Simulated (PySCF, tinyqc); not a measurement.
Worked calculation: G0W0 on RHF in the sto-3g basis, for CH2, spin multiplicity 1. The lowest restricted solution is unstable here: a spin-polarised one lies 0.0366 hartree lower (PySCF). One step of it, computed by the program tinyqc.

Question. Screening: direct RPA. With D = e_a - e_i and K = (ia|jb): diagonalise D^(1/2) (D + 4K) D^(1/2) = Z w^2 Z^T; X + Y = D^(1/2) Z w^(-1/2), each column of Z with its largest component positive (the first on a tie); E_c = (sum w - tr (D + 2K)) / 2.

orbital energies (hartree): MO1 -10.993055, MO2 -0.764492, MO3 -0.480783, MO4 -0.270091, MO5 0.241883, MO6 0.469919, MO7 0.633308

Two-electron integrals over orbitals (pq|rs), unique and non-zero (hartree):
```
p,q,r,s,(pq|rs)
1,1,1,1,3.508322
2,1,1,1,-0.298073
2,1,2,1,0.040191
2,2,1,1,0.715531
2,2,2,1,-0.008533
2,2,2,2,0.528087
3,1,3,1,0.006862
3,2,3,1,0.011968
3,2,3,2,0.136932
3,3,1,1,0.572115
3,3,2,1,-0.002585
3,3,2,2,0.488147
3,3,3,3,0.498066
4,1,1,1,0.153634
4,1,2,1,-0.018243
4,1,2,2,0.012676
4,1,3,3,0.005254
4,1,4,1,0.025215
4,2,1,1,-0.097065
4,2,2,1,0.006982
4,2,2,2,0.011170
4,2,3,3,0.018938
4,2,4,1,0.014071
4,2,4,2,0.083416
4,3,3,1,-0.001927
4,3,3,2,0.030431
4,3,4,3,0.035742
4,4,1,1,0.791587
4,4,2,1,-0.012021
4,4,2,2,0.500597
4,4,3,3,0.449160
4,4,4,1,-0.011382
4,4,4,2,-0.089536
4,4,4,4,0.640595
5,1,5,1,0.021661
5,2,5,1,0.024047
5,2,5,2,0.093366
5,3,5,3,0.018131
5,4,5,1,-0.012182
5,4,5,2,-0.038074
5,4,5,4,0.047691
5,5,1,1,0.851999
5,5,2,1,-0.009467
5,5,2,2,0.542785
5,5,3,3,0.462549
5,5,4,1,0.004433
5,5,4,2,-0.052264
5,5,4,4,0.572295
5,5,5,5,0.672833
6,1,1,1,-0.208117
6,1,2,1,0.029970
6,1,2,2,-0.001133
6,1,3,3,0.000397
6,1,4,1,-0.003607
6,1,4,2,0.014713
6,1,4,4,-0.017670
6,1,5,5,-0.005821
6,1,6,1,0.028293
6,2,1,1,0.236486
6,2,2,1,-0.005599
6,2,2,2,0.083663
6,2,3,3,0.021533
6,2,4,1,0.014375
6,2,4,2,0.001927
6,2,4,4,0.070475
6,2,5,5,0.123673
6,2,6,1,0.002794
6,2,6,2,0.095260
6,3,3,1,0.001126
6,3,3,2,-0.071451
6,3,4,3,-0.035893
6,3,6,3,0.091012
6,4,1,1,0.123903
6,4,2,1,-0.000425
6,4,2,2,0.042646
6,4,3,3,0.003710
6,4,4,1,0.003784
6,4,4,2,-0.011025
6,4,4,4,0.066046
6,4,5,5,0.063086
6,4,6,1,0.001921
6,4,6,2,0.055039
6,4,6,4,0.042703
6,5,5,1,0.015378
6,5,5,2,0.053596
6,5,5,4,-0.009320
6,5,6,5,0.039939
6,6,1,1,0.649079
6,6,2,1,-0.005750
6,6,2,2,0.505332
6,6,3,3,0.487459
6,6,4,1,0.019600
6,6,4,2,0.053544
6,6,4,4,0.442068
6,6,5,5,0.481052
6,6,6,1,0.006091
6,6,6,2,0.055374
6,6,6,4,0.021834
6,6,6,6,0.540896
7,1,3,1,0.011925
7,1,3,2,0.019248
7,1,4,3,-0.003498
7,1,6,3,0.001585
7,1,7,1,0.020796
7,2,3,1,0.009502
7,2,3,2,0.010043
7,2,4,3,-0.030232
7,2,6,3,0.044283
7,2,7,1,0.015459
7,2,7,2,0.056352
7,3,1,1,0.257991
7,3,2,1,-0.005530
7,3,2,2,0.072836
7,3,3,3,0.027704
7,3,4,1,-0.000153
7,3,4,2,-0.056568
7,3,4,4,0.120519
7,3,5,5,0.134459
7,3,6,1,-0.005546
7,3,6,2,0.075654
7,3,6,4,0.051180
7,3,6,6,0.008848
7,3,7,3,0.119061
7,4,3,1,-0.007550
7,4,3,2,-0.068725
7,4,4,3,0.001574
7,4,6,3,0.044674
7,4,7,1,-0.012864
7,4,7,2,-0.009516
7,4,7,4,0.059640
7,5,5,3,0.018548
7,5,7,5,0.023114
7,6,3,1,0.008057
7,6,3,2,0.109463
7,6,4,3,0.043135
7,6,6,3,-0.081907
7,6,7,1,0.013238
7,6,7,2,-0.018873
7,6,7,4,-0.052418
7,6,7,6,0.114341
7,7,1,1,0.738654
7,7,2,1,-0.008973
7,7,2,2,0.508173
7,7,3,3,0.501977
7,7,4,1,0.003586
7,7,4,2,-0.016425
7,7,4,4,0.514058
7,7,5,5,0.520739
7,7,6,1,-0.006363
7,7,6,2,0.044557
7,7,6,4,0.019422
7,7,6,6,0.496902
7,7,7,3,0.071379
7,7,7,7,0.548713
```

Give: D^(1/2) (D + 4K) D^(1/2); excitation energies w; X + Y; RPA correlation energy.

Answer.

D^(1/2) (D + 4K) D^(1/2) (hartree^2), lower triangle:
```
,1>5,1>6,1>7,2>5,2>6,2>7,3>5,3>6,3>7,4>5,4>6,4>7
1>5,127.197
1>6,0.000,132.697
1>7,0.000,0.000,136.139
2>5,0.323,0.000,0.000,1.389
2>6,0.000,0.042,0.000,0.000,1.994
2>7,0.000,0.000,0.249,0.000,0.000,2.269
3>5,0.000,0.000,0.000,0.000,0.000,0.000,0.575
3>6,0.000,0.000,0.021,0.000,0.000,0.204,0.000,1.250
3>7,0.000,-0.079,0.000,0.000,0.355,0.000,0.000,0.000,1.772
4>5,-0.117,0.000,0.000,-0.109,0.000,0.000,0.000,0.000,0.000,0.360
4>6,0.000,0.022,0.000,0.000,0.210,0.000,0.000,0.000,0.186,0.000,0.674
4>7,0.000,0.000,-0.167,0.000,0.000,-0.043,0.000,0.166,0.000,0.000,0.000,1.032
```

excitation energies w (hartree): 0.590  0.758  0.791  0.963  1.146  1.183  1.230  1.518  1.519  11.278  11.519  11.668

X + Y:
```
,1,2,3,4,5,6,7,8,9,10,11,12
1>5,0.003,0.000,0.000,0.000,0.000,-0.008,0.000,0.000,0.000,0.998,0.000,0.000
1>6,0.000,0.000,-0.001,0.000,0.000,0.000,0.002,0.000,0.000,0.000,0.998,0.000
1>7,0.000,0.000,0.000,0.003,0.003,0.000,0.000,0.000,-0.005,0.000,0.000,0.998
2>5,0.136,0.000,0.000,0.000,0.000,0.917,0.000,0.000,0.000,0.001,0.000,0.000
2>6,0.000,0.000,-0.149,0.000,0.000,0.000,-0.601,0.713,0.000,0.000,0.000,0.000
2>7,0.000,0.000,0.000,0.126,-0.173,0.000,0.000,0.000,0.942,0.000,0.000,0.001
3>5,0.000,0.976,0.000,0.000,0.000,0.000,0.000,0.000,0.000,0.000,0.000,0.000
3>6,0.000,0.000,0.000,-0.503,0.766,0.000,0.000,0.000,0.149,0.000,0.000,0.000
3>7,0.000,0.000,-0.146,0.000,0.000,0.000,0.761,0.504,0.000,0.000,0.000,0.000
4>5,0.926,0.000,0.000,0.000,0.000,-0.069,0.000,0.000,0.000,0.000,0.000,0.000
4>6,0.000,0.000,0.953,0.000,0.000,0.000,0.021,0.118,0.000,0.000,0.000,0.000
4>7,0.000,0.000,0.000,0.829,0.459,0.000,0.000,0.000,-0.006,0.000,0.000,0.000
```

RPA correlation energy = -0.06522 hartree
